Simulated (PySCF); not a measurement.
Compound: (CH3CH2)2CHF, C5H11F.
SMILES with atom numbers: `[CH3:1][CH2:2][CH:3]([F:4])[CH2:5][CH3:6]` (hydrogens: H7, H8, H9 on C1; H10, H11 on C2; H12 on C3; H13, H14 on C5; H15, H16, H17 on C6)

Structure used (GFN2-xTB), in Å, numbered top down from 1:
```xyz
17
C5H11F angstrom
C     -2.5136    0.3800    0.2108
C     -1.2812   -0.5137    0.2853
C      0.0034    0.2635    0.0101
F     -0.0495    0.7568   -1.2852
C      1.2582   -0.5947    0.1498
C      2.5299    0.2189   -0.0618
H     -3.4170   -0.2053    0.3614
H     -2.5698    0.8596   -0.7630
H     -2.4708    1.1537    0.9744
H     -1.2049   -0.9653    1.2754
H     -1.3627   -1.3151   -0.4516
H      0.0661    1.1505    0.6549
H      1.2088   -1.3984   -0.5875
H      1.2610   -1.0430    1.1445
H      2.6185    0.9935    0.6971
H      2.5112    0.6945   -1.0392
H      3.4054   -0.4232   -0.0055
```

Theory: TDDFT CAM-B3LYP/def2-SVPD, vertical, gas phase, core orbitals frozen in the response (PySCF 2.14.0, density-fitted response routines).

```csv
state,E (eV),E (hartree),f,|μ| (D),symmetry,"main configurations (H = HOMO, L = LUMO)"
S1,8.80,0.3233,0.0054,0.40,A″,H→L (92%)
S2,9.08,0.3336,0.011,0.55,A′,H-1→L (85%)
S3,9.42,0.3462,0.0012,0.18,–,H→L+2 (83%)
S4,9.45,0.3473,0.0013,0.19,–,H→L+1 (83%)
S5,9.46,0.3475,0.0005,0.12,–,"H-2→L (71%), H-3→L+1 (16%)"
S6,9.59,0.3523,0.018,0.71,A′,"H-3→L (41%), H-2→L+1 (27%), H-1→L+2 (24%)"
S7,9.63,0.3538,0.0074,0.45,A″,"H-1→L+1 (60%), H-4→L (25%)"
S8,9.69,0.3561,0.132,1.89,A′,"H-1→L+2 (58%), H-3→L (16%), H-2→L+1 (12%)"
```

Triplets, Tamm–Dancoff:

```tsv
state	E (eV)	λ (nm)	main configurations (H = HOMO, L = LUMO)
T1	8.64	143.4	H→L (89%)
T2	8.76	141.5	H-1→L (76%)
T3	9.18	135.0	H-2→L (69%), H-3→L+1 (18%)
```

The lowest singlet comes at 141 nm (849 kJ/mol) in the vacuum ultraviolet; it is weak; its leading configuration is HOMO→LUMO (92%). The strongest level in the table is S8 at 9.69 eV (128 nm, f = 0.132). It is the last of those listed, so stronger ones may follow. S4/S5 lie within about 0.01 eV of each other. Löwdin shares by element: HOMO carbon 51% or more, fluorine 16% (atoms not listed hold the other 32%); LUMO carbon 44% or more (atoms not listed hold the other 56%). Of the 8 states listed, 3 reach f = 0.01 and 1 stays under 0.0005. The oscillator strengths of these states sum to 0.176; summed over the whole spectrum of an exact calculation they would give the number of electrons, 50 (Thomas–Reiche–Kuhn). Weighted by f, the mean energy of these states is 9.61 eV. Symmetry labels in Cs follow from the direction of the transition dipole and are given only for states with f of 0.002 or more. Only the lowest 8 singlets were computed, as vertical energies without vibronic structure.

One conformer stands for the species.
